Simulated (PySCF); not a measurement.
Molecule: `Cn1cnnc1`, C$_{3}$H$_{5}$N$_{3}$.

Geometry:
```tsv
atom	x (Å)	y (Å)	z (Å)
C1	-1.356	0.042	0.460
N2	0.001	-0.002	-0.022
C3	0.744	-1.099	-0.343
N4	1.952	-0.749	-0.696
N5	2.028	0.604	-0.608
C6	0.864	1.037	-0.204
H7	-1.779	1.037	0.273
H8	-1.969	-0.697	-0.073
H9	-1.406	-0.166	1.540
H10	0.356	-2.117	-0.307
H11	0.591	2.078	-0.033
```

Geometry PBE0-D3(BJ)/def2-SVP throughout; GIAO in PySCF 2.14.0 with density-fitted response routines, gas phase, one conformer, non-relativistic; equivalent atoms averaged; basis pcSseg-2.

(1) How do the shifts δ (against TMS, NH3 at the same level) depend on the functional? (ppm; last column core-seconds on 1 thread of an Arm Neoverse V2, shared host; the GGAs took longer than the global hybrids here, which isn't the general rule, and the cause wasn't traced)

(2) Which nucleus moves most, in ppm?

## Answers

(1) 
```
functional           kind  C3/C6    C1  N4/N5     N2  H10/H11  H7/H8/H9  core-s
       KT2            GGA  138.5  30.8  352.9  179.8     7.76      3.67      36
       KT3            GGA  137.6  31.3  349.9  177.7     7.77      3.65      36
     B97-D            GGA  143.1  31.7  363.2  184.3     7.76      3.63      36
     B3LYP  global hybrid  149.9  31.3  382.4  188.5     7.83      3.61      23
      PBE0  global hybrid  149.9  31.3  377.3  185.6     7.88      3.57      23
  mPW1PW91  global hybrid  150.1  31.5  377.9  185.3     7.87      3.56      23
```

(2) N4/N5 (pyridine-type nitrogen of an azole): from 349.9 ppm with KT3 to 382.4 ppm with B3LYP. The smallest spread is 0.11 ppm, at H7/H8/H9. Proton shifts span only some 12 ppm, so a few tenths of a ppm matter as much there as several ppm in carbon.
